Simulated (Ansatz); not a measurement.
## CH2, singlet: the ladder up to full CI

Geometry: a point of a bend scan, not a stationary point.

```xyz
3

C     0.0000    0.0000    0.0000
H     0.0000    0.0000   -1.1125
H     0.0000    0.0000    1.1125
```

Basis cc-pVDZ; Ansatz 0.2.0. Correlated methods freeze the noble-gas cores, which leaves 6 electrons in 23 orbitals. R marks a restricted (for open shells ROHF) determinant, U an unrestricted one. Active spaces: pair = (2e, 2o) about the gap; valence = (6e, 6o) chosen from the atoms' valence shells.

Full CI is exact within this basis and frozen core; it isn't the basis-set limit. The frozen core follows each run's orbitals, which can shift R against U totals by a few meV.

The determinant fills πx and πy unequally, so it is a mixture of Σ and Δ, which weighs on every level built on one determinant.

The determinant has the irrep Ag, whose lowest full-CI state lies within 3 meV of the B1g state that serves as the reference; occupations given are those of the former. RHF is unstable: UHF (⟨S²⟩ = 1.01) lies 1.60 eV below the lowest RHF solution. Higher spins weren't run at this geometry and may lie near or lower.

The UHF ⟨S²⟩ is 1.007 and the T1 diagnostic (RCCSD) is 0.0053. The largest doubles amplitude (RCCSD) is 0.385.

| level | E − E(full CI) (kJ/mol) | share of correlation (%) | wall time |
| --- | --- | --- | --- |
| RHF | 404.4 | 0.00 | – |
| UHF† | 250.0 | – | – |
| RMP2 | 115.7 | 71.40 | – |
| UMP2† | -10.6 | – | – |
| CISD | 59.0 | 85.41 | 0.24 s |
| RCCSD | 38.0 | 90.59 | – |
| UCCSD*† | -98.2 | – | – |
| RCCSD(T) | 19.7 | 95.13 | 0.24 s |
| UCCSD(T)*† | -121.9 | – | 0.57 s |
| BCCD(T) | 19.7 | 95.12 | 0.3 s |
| RCCSDT* | 1.5 | 99.63 | – |
| UCCSDT*† | -147.9 | – | – |
| RCCSDT(Q)* | -0.6 | 100.15 | 0.72 s |
| UCCSDT(Q)*† | -149.0 | – | 3.2 s |
| RCCSDTQ* | 0.0 | 99.99 | 5.5 s |
| CASSCF (pair space) | 335.2 | 17.10 | – |
| NEVPT2 (pair space) | 59.3 | 85.35 | 0.12 s |
| MRCISD (pair space) | 14.7 | 96.37 | – |
| MRCISD+Q (pair space) | -1.9 | 100.48 | 0.24 s |
| CASSCF (valence space) | 250.8 | 37.99 | – |
| NEVPT2 (valence space) | 54.2 | 86.59 | 0.24 s |
| MRCISD (valence space) | 7.9 | 98.05 | – |
| MRCISD+Q (valence space) | -1.7 | 100.42 | 0.69 s |
| MRCISD+Q(relaxed) (valence space) | -2.7 | 100.66 | 0.84 s |

An asterisk marks runs whose energy the program itself flagged as in doubt. A dagger marks rows that describe another state than the reference (another or a broken symmetry, a higher spin or other natural occupations), so the difference holds a gap between states beside the method's error.

The correlation energy at full CI, counted from RHF, is -4.191 eV. That run took 2.7 s on 1 thread of Arm Neoverse V1, shared host over 389,848 determinants.

Times hold each run's SCF and search for its determinant on a shared host, so for small cases they say little of a method's own cost; they ran on 1 thread of Arm Neoverse V1.

More than 5 meV below full CI, which no variational method can be: RCCSDT(Q), MRCISD+Q (pair space), MRCISD+Q (valence space), MRCISD+Q(relaxed) (valence space).

Unrestricted levels hold only the spin's projection, and here they fall towards a lower state of higher spin.

The full-CI state has the irrep B1g of D2h, in the program's axes (one component, if the state is degenerate).

Natural occupations of full CI about the gap: 1.967 1.958 0.987 0.985 0.027 0.018 0.009 0.009 0.008 0.007; effectively unpaired electrons, Σ n²(2−n)², 2.02. No single determinant describes this state well, so single-reference rows can miss without a flag.
